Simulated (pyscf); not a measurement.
Single points on ωB97X-D3(BJ)/def2-SVP structures (PySCF, gas phase).

Task: What is the homolytic dissociation enthalpy (298 K, ωB97M-D3(BJ)/def2-TZVP) of the S–Sb bond of H₂N–Sb(NH₂)–SH (SMILES [NH2][Sb]([NH2])[SH]), to H₂N–Sb•–NH₂ + SH•?

Result: S–Sb to H₂N–Sb•–NH₂ + SH•: 64.2 kcal/mol. The 7 functionals that were run give +62.7 (M06-2X) to +70.5 kcal/mol (ωB97X-D3(BJ)/def2-TZVP). Other isomers of H₂N–Sb•–NH₂ were not searched in full and may lie lower. Left out: the spin-orbit lowering of SH. Elements past Kr carry the def2 core potentials, without spin-orbit coupling.
